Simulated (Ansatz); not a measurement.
Saddle point of CH3ClF (charge -1), closed shell ([CH₃F ([CH3][F]) + Cl]⁻ → [CH₃Cl ([CH3][Cl]) + F]⁻; bonds formed: C2–Cl3; bonds broken: F1–C2), PBE0-D4/def2-TZVPD structure:

F1  (-1.103, 1.031, 1.302)
C2  (0.037, -0.035, -0.044)
Cl3  (1.191, -1.113, -1.406)
H4  (-0.918, -0.447, -0.308)
H5  (0.281, 0.949, -0.397)
H6  (0.512, -0.384, 0.853)
(Å)

Energies are electronic, without zero-point energy. Barriers and step energies count from the start structure reached by relaxing down the imaginary mode; all methods use the PBE0-D4 structures, on which another method's saddle can fall below an end. Program: Ansatz 0.2.0. Basis: def2-TZVPPD, with def2-QZVPPD for the basis limit. Cores are frozen in the correlated methods. B3LYP uses VWN-RPA correlation. Extrapolation: Hartree–Fock as exp(−7.88 √X), correlation as X^−2.97.

```csv
method,barrier (eV),step energy (eV)
SPW92,0.921,0.937
PBE-D4,0.904,0.908
BLYP-D4,0.872,0.914
r2SCAN-D4,1.060,1.070
B97M-V,1.208,1.159
PBE0-D4,1.202,1.118
B3LYP-D4,1.121,1.088
r2SCAN0-D4,1.281,1.206
BHLYP-D4,1.402,1.287
CAM-B3LYP-D4,1.256,1.145
wB97X-V,?,1.148
wB97M-V,1.274,1.148
B2PLYP,1.167,1.088
PBE-QIDH,?,1.173
RPA on PBE,1.165,1.099
HF,1.790,1.613
MP2,?,1.058
CCSD,1.398,1.213
CCSD(T),1.269,1.128
```

Question: Fill in the withheld barriers. (To be estimated.)

Answer: Computed: wB97X-V 1.308; MP2 1.254; PBE-QIDH 1.324 eV. Each is the energy of the saddle less that of the start structure, by the same method.

For comparison, the barrier by CCSD(T) at an estimated basis limit (MP2 extrapolated from triple and quadruple zeta, plus CCSD(T) − MP2 in triple zeta) is 1.282 eV.

T1 diagnostic: at most 0.019.

Labels in which every atom is bracketed show which atoms are joined, not bond orders.

For scale, one of the runs: CCSD(T)/def2-TZVPPD, 179 basis functions, launched by `ansatz run in.yaml --threads 2 --pin off --events-out ev --progress --plain --max-ram 4352MiB`. The run took 46 s on 2 CPU threads of an Arm Neoverse V2 (shared host), with 1.7 GiB of host memory at its peak.
